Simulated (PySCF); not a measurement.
An unknown is described by computed data only.

Elements present: C, H and N. Monoisotopic mass: 86.0964 u (electron mass counted); charge +1.

| Item | Value |
| --- | --- |
| Couplings | largest of the computed one-bond spin–spin couplings (means over like bonds): 13C–1H +158.3 (×4), 13C–1H +152.8 (×2), 13C–1H +149.1 (×6), 13C–13C +30.4 (×2), 15N–13C -6.0 (×2), 15N–13C -5.8 (×2) Hz [B3LYP/pcJ-1, spin–dipole term left out for some pairs] |
| 1H NMR | chemical shifts (computed TMS as zero) by class: 4.31 (4 H), 3.20 (6 H), 2.83 (2 H) ppm [GIAO PBE0/pcSseg-1] |
| UV, first state | lowest singlet excitation: 9.71 eV (128 nm, f = 0.034) [TDDFT CAM-B3LYP/def2-SVPD] |
| 13C NMR | chemical shifts (computed TMS as zero) by class: 65.7 (2 C), 54.0 (2 C), 11.2 (1 C) ppm [GIAO PBE0/pcSseg-1] |
| UV, strongest line | among the 8 lowest singlet transitions: S7 at 10.73 eV (116 nm, f = 0.040) [TDDFT CAM-B3LYP/def2-SVPD] |
| Rotational structure | rotational constants A, B, C: 5.287, 3.239, 2.995 GHz [GFN2-xTB] |

Gas-phase values; electronic properties from PySCF, density fitting. Levels stand in brackets. One conformer (not necessarily the lowest) at the GFN2-xTB geometry, without solvent, vibrations or thermal averaging. NMR classes are plain means over equivalent atoms (diastereotopic ones count apart unless rotation or inversion swaps them), as if these changed places fast.

Q: Which formula fits the mass and the elements?

A: C5H12N (calculated 86.0964). No other formula that holds each of these elements comes within 0.0003 u with a fitting electron parity and a possible valence count.

Q: Give a SMILES that accounts for the data.

A: Numbering: `[CH3:1][N+:2]1([CH3:3])[CH2:4][CH2:5][CH2:6]1`. 5 carbons fall into 3 classes; from least to most shielded: ring sp3 carbon bound to nitrogen [C4/C6] (65.7 ppm, 2 C), N-methyl carbon [C1/C3] (54.0 ppm, 2 C), four-membered-ring carbon [C5] (11.2 ppm). Hydrogen classes from least to most shielded: 4 H on 2 like atoms (sp3 carbon bound to nitrogen), C4/C6 (4.31 ppm), 6 H on 2 N-methyl carbons, C1/C3 (3.20 ppm), 2 H on a four-membered-ring carbon, C5 (2.83 ppm). The couplings run between: +158.3 Hz, sp3 carbon bound to nitrogen [C4] and its hydrogen (with 3 like pairs); +152.8 Hz, four-membered-ring carbon [C5] and its hydrogen (with 1 like pair); +149.1 Hz, N-methyl carbon [C1] and its hydrogen (with 5 like pairs); +30.4 Hz, sp3 carbon bound to nitrogen [C4] and four-membered-ring carbon [C5] (with 1 like pair); -6.0 Hz, ammonium nitrogen [N2] and N-methyl carbon [C1] (with 1 like pair); -5.8 Hz, ammonium nitrogen [N2] and sp3 carbon bound to nitrogen [C4] (with 1 like pair). The optimised geometry has point group Cs and is an asymmetric top. Structure: `C[N+]1(C)CCC1`. Computed isomers that give other values at the same levels: `C=C[N+](C)(C)C` (lowest singlet excitation: 8.06 eV (154 nm, f = 0.407)); `C[NH+]1CCCC1` (lowest singlet excitation: 8.85 eV (140 nm, f = 0.001)); `C[NH2+]CC1CC1` (13C chemical shifts (computed TMS as zero) by class: 63.2 (1 C), 36.6 (1 C), 12.1 (1 C), 7.2 (2 C) ppm). The assignments are read from this structure; whether some other isomer fits the data as well wasn't checked.
